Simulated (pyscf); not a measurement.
This saddle point was located with ωB97X-D3(BJ)/def2-SVP in PySCF.

```xyz
6

Se     1.4252     0.2164    -0.4427
H      1.1512     1.8326    -0.4082
H      1.4657     1.5476     0.5136
Si    -0.4428    -1.1511    -0.2283
H     -1.4911    -0.2862    -0.8861
H     -0.7653    -0.9456     1.2323
```
Charge 0, spin multiplicity 1.

Surface: singlet, charge 0. Lowest wavenumbers (cm⁻¹): 1333i, 306, 355, 419, 553.

Q: What reaction is this the transition state of?

A: H₂Se (SMILES [SeH2]) + SiH₂ (SMILES [SiH2]) [singlet] ⇌ H₂Si=Se (SMILES [SiH2]=[Se]) + H₂ (SMILES [H][H]), a concerted two-bond exchange read from left to right: H–Se, H–Se broken and Se–Si, H–H formed. At ωB97M-D3(BJ)/def2-TZVP it lies +20.9 kcal/mol from the left side and +59.7 kcal/mol from the right (each side as separated species at their lowest minima found). On the reactant side the descent ends in an adduct with a Se–Si contact, 23.2 kcal/mol under the separated species and 39.2 kcal/mol under the saddle at ωB97X-D3(BJ)/def2-TZVP. What is counted as formed (Se–Si) is already present as a longer contact in the reactant adduct; forming that adduct is a step of its own. At ωB97X-D3(BJ)/def2-TZVP the barrier from the zero used here is 16.1 kcal/mol. This is the saddle that the search found; another between the same sides may lie lower. Elements up to Kr have no core potential and no relativistic terms here.
